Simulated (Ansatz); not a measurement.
## Loss of H2: C4H7N → C4H5N + H2

Species: C4H7N (1-pyrroline) `C1=NCCC1`, singlet; C4H5N `C=CCC#N`, singlet; H2 (hydrogen), singlet. 

Shapes, held fixed at every level: PBE0-D4/def2-TZVP. Flexible molecules stand in one conformer, not always the lowest. Programs: Ansatz 0.2.0. Electronic energies: no zero-point or thermal term.

```json
{"level": "HF/def2-TZVPP", "kind": "Hartree–Fock", "ΔE (kJ/mol)": "+108.4", "less CCSD(T)/CBS estimate": "-21.7", "CPU time (sum over the molecules)": "–"}
{"level": "PBE0-D4/def2-TZVPP", "kind": "global hybrid", "ΔE (kJ/mol)": "+168.4", "less CCSD(T)/CBS estimate": "+38.3", "CPU time (sum over the molecules)": "17 s"}
{"level": "wB97M-V/def2-TZVPP", "kind": "range-separated hybrid", "ΔE (kJ/mol)": "+138.8", "less CCSD(T)/CBS estimate": "+8.7", "CPU time (sum over the molecules)": "65 s"}
{"level": "wB97X-V/def2-TZVPP", "kind": "range-separated hybrid", "ΔE (kJ/mol)": "+154.3", "less CCSD(T)/CBS estimate": "+24.2", "CPU time (sum over the molecules)": "45 s"}
{"level": "B2PLYP/def2-TZVPP", "kind": "double hybrid", "ΔE (kJ/mol)": "+117.0", "less CCSD(T)/CBS estimate": "-13.1", "CPU time (sum over the molecules)": "35 s"}
{"level": "MP2/def2-TZVPP", "kind": "perturbation theory", "ΔE (kJ/mol)": "+125.1", "less CCSD(T)/CBS estimate": "-5.0", "CPU time (sum over the molecules)": "–"}
{"level": "CCSD(T)/CBS estimate", "kind": "coupled cluster or CI", "ΔE (kJ/mol)": "+130.1", "less CCSD(T)/CBS estimate": "0.0", "CPU time (sum over the molecules)": "16 min"}
```

The highest level, CCSD(T)/CBS estimate, gives ΔE = +130.1 kJ/mol; the levels span +108.4 to +168.4. The column of differences is taken from that level and isn't an error. No measured value is set beside it here. The CBS estimate extrapolates MP2 from def2-TZVPP and def2-QZVPP and adds CCSD(T) − MP2 in the triple-zeta set, cores frozen; for H2 it overshoots the exact energy by about 1 mEh. Times are processor times on shared x86 and Arm servers, and rough.
